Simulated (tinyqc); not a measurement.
Worked calculation: UHF in the sto-6g basis, for H2O, spin multiplicity 1. One step of it, computed by the program tinyqc.

Question. Orthogonalisation. S = U s U^T; symmetric (Loewdin) form X = U s^(-1/2) U^T, so that X^T S X = 1.

overlap S:
```
           1O 1s     1O 2s    1O 2px     1O 2py    1O 2pz     2H 1s      3H 1s
1O 1s   1.000000  0.231145  0.000000   0.000000  0.000000  0.033433   0.033433
1O 2s   0.231145  1.000000  0.000000   0.000000  0.000000  0.345549   0.345549
1O 2px  0.000000  0.000000  1.000000   0.000000  0.000000  0.000000   0.000000
1O 2py  0.000000  0.000000  0.000000   1.000000  0.000000  0.259968  -0.259968
1O 2pz  0.000000  0.000000  0.000000   0.000000  1.000000  0.170406   0.170406
2H 1s   0.033433  0.345549  0.000000   0.259968  0.170406  1.000000   0.126188
3H 1s   0.033433  0.345549  0.000000  -0.259968  0.170406  0.126188   1.000000
```

Give: eigenvalues of S; X.

Answer.

eigenvalues of S: 0.4823  0.5639  0.8967  1.0000  1.0880  1.3099  1.6592

X:
```
          1O 1s    1O 2s  1O 2px   1O 2py   1O 2pz    2H 1s    3H 1s
1O 1s    1.0221  -0.1303  0.0000   0.0000  -0.0052   0.0162   0.0162
1O 2s   -0.1303   1.1268  0.0000   0.0000   0.0511  -0.1949  -0.1949
1O 2px   0.0000   0.0000  1.0000   0.0000   0.0000   0.0000   0.0000
1O 2py   0.0000   0.0000  0.0000   1.0640   0.0000  -0.1596   0.1596
1O 2pz  -0.0052   0.0511  0.0000   0.0000   1.0247  -0.0944  -0.0944
2H 1s    0.0162  -0.1949  0.0000  -0.1596  -0.0944   1.0994  -0.0420
3H 1s    0.0162  -0.1949  0.0000   0.1596  -0.0944  -0.0420   1.0994
```
